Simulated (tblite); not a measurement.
Give a GFN2-xTB geometry of InChI=1S/C5H8N/c1-2-3-4-5-6/h3-6H2. (Doublet state.)

```
atom  x, y, z in Å
C1    -3.4250    1.0967    0.8131
C2    -2.4108    0.4946    0.6179
C3    -1.1690   -0.2604    0.4525
C4    -0.2400    0.4506   -0.5274
C5     1.0795   -0.3090   -0.6847
N6     1.7957   -0.3524    0.5761
H7    -1.4236   -1.2571    0.0839
H8    -0.6793   -0.3573    1.4235
H9    -0.7228    0.5343   -1.5030
H10   -0.0328    1.4599   -0.1646
H11    1.6567    0.1709   -1.4944
H12    0.8763   -1.3413   -0.9852
H13    2.0583    0.5820    0.8706
H14    2.6363   -0.9119    0.4995
```

Any rigid rotation of these coordinates is as good. Atoms count from 1 in this order. The 4 C–C bonds span 1.195 Å (C1≡C2, drawn triple) to 1.531 Å (C4–C5, drawn single), a spread of 0.336 Å. Of the pairs four or more bonds apart, N6···H8 is among the closest relative to their van der Waals radii: 2.62 Å, 95 % of the sum of Bondi's values. N6 (nitrogen bonded to C and 2 H) is pyramidal (angles 111.1°, 110.6° and 108.4°, sum 330.2°, 0.36 Å off the plane of its three neighbours).

Bonds between heavy atoms (Å): C1≡C2 1.195, C2–C3 1.463, C3–C4 1.526, C4–C5 1.531, C5–N6 1.451.

Structure optimised with GFN2-xTB, isolated species. This method treats the open shell by occupation alone, without spin polarisation.

Point group: C1 (no symmetry element, even within 0.4 Å). Its GFN2-xTB frequencies are all real (lowest 60 cm⁻¹). Torsions: C2–C3–C4–C5 179°, C3–C4–C5–N6 -63°, C4–C5–N6–H -64° and 176°.

One conformer stands for the species.

These are computed values.
